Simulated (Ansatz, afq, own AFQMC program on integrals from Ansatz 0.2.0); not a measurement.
AFQMC on a folder of integrals that Ansatz 0.2.0 wrote.

```yaml
crystal:
  periodic: [false, false, false]
  atoms:
    - {symbol: Ge, position_ang: [0.000000, 0.000000, 0.269193]}
    - {symbol: O, position_ang: [0.000000, 0.000000, -1.363087]}
    - {symbol: H, position_ang: [0.000000, 1.286605, 1.118308]}
    - {symbol: H, position_ang: [0.000000, -1.286605, 1.118308]}
basis:
  gaussian: {orbitals: cc-pVDZ}
total_charge: 1
magnetization: {spin_polarized: true, initial_magnetization: 1}
correlation: {method: ccsd_t, electrons: outside_noble_gas, hamiltonian_folder: ham}
```

```sh
$ ansatz run in.yaml --threads 1 --pin off --events-out ev --progress --plain --max-ram 1843MiB
```

afq runs on the folder ham with

```
--method free --trial cisd --walkers 60 --time-step 0.03 --max-blocks 80 --target-error 0.0004 --factor-cut 1e-05 --seed 6325 --times 0,0.21,0.42,0.81,1.2,1.8,2.4,3 --taylor-order 8
```

Times are imaginary, in 1/Eh. The walk had a cap of 1172 s. Filled inner d shells are frozen with the cores.

Output of the walk:

```
orbitals 36  electrons 6 5  factors 286 of 544
reference energy -2150.99890859 Eh
CCSD correlation -0.24829705 Eh in 15 cycles, weight of the determinant in the CISD state 0.8837
repeat  energy at the last time / Eh  error
    10  -2151.255336  0.001885
    20  -2151.255037  0.001349
    30  -2151.255282  0.001239
    40  -2151.255840  0.001058
    50  -2151.255738  0.000888
    60  -2151.255801  0.000774
    70  -2151.255646  0.000703
    80  -2151.255736  0.000714
time / (1/Eh)  energy / Eh  error  mean overlap
  0.00  -2151.246914  0.000159  1.1307
  0.21  -2151.250343  0.000219  1.1388
  0.42  -2151.252323  0.000261  1.1371
  0.81  -2151.253864  0.000286  1.1369
  1.20  -2151.253693  0.000333  1.1434
  1.80  -2151.254200  0.000442  1.1440
  2.40  -2151.254731  0.000539  1.1433
  3.00  -2151.255736  0.000714  1.1203
energy -2151.255736 +/- 0.000714 Eh
```

The run passed its tests (error under three times the target), which doesn't prove that it has relaxed.

Against this walk (error 19.4 meV) on the same determinant: CCSD(T) 62.0 meV higher, CCSDT(Q) 6.5 meV higher (within the noise). The error is statistical, and a free projection of finite length keeps a remainder of its start. The last points still move (meV from the last: 51 ± 8 at 0.81, 56 ± 9 at 1.20, 42 ± 12 at 1.80, 27 ± 15 at 2.40, 0 ± 19 at 3.00), but the last one has reached CCSDT(Q) within the noise or passed it, so little can be left to fall.

Cautions: remainder of the start not in the error; error above the target (19.4 against 10.9 meV); no relativity below Rb; no spin-orbit coupling; inner d shell frozen.

The walk took 3.4 min on 1 thread of Arm Neoverse V2 (shared host). The log's last line is the free-projection energy.

CCSDT and higher add their correlation energy to the determinant of the CCSD(T) run, since their own runs factorise the integrals more tightly (a shift of under 2 meV). A walk keeps the symmetry of its determinant, which the program's search chose and which needn't be the lowest solution, so a lower state of the same spin and another symmetry isn't excluded.
